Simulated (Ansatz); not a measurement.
fcc Ni, treated with LDA (PAW; Ansatz, a first-principles code).

A relaxed, unreconstructed slab of the (211) face has 24 atoms, two equal faces of 14.367 Å² each and an energy of -138555.8853 eV. A bulk cell of 6 atoms with the same orientation and in-plane k mesh has -34640.2788 eV. Energies are extrapolated to zero smearing.

Numerical settings: plane-wave cutoff 500 eV, 10×22×1 k mesh (along the axes of the cell as run), Fermi–Dirac smearing 0.1 eV, spin-polarised with parallel moments, scalar-relativistic PAW data made under PBE.

Worked out: γ = (E_slab − N E_bulk per atom)/2A = [-138555.8853 − 24 × (-34640.2788/6)]/(2 × 14.367) = 0.1820 eV/Å². With 16.022 J/m² per eV/Å² this is 2.92 J/m², or 2.61 eV per surface cell and face.

Note: a magnet's gap depends somewhat on the PAW data.
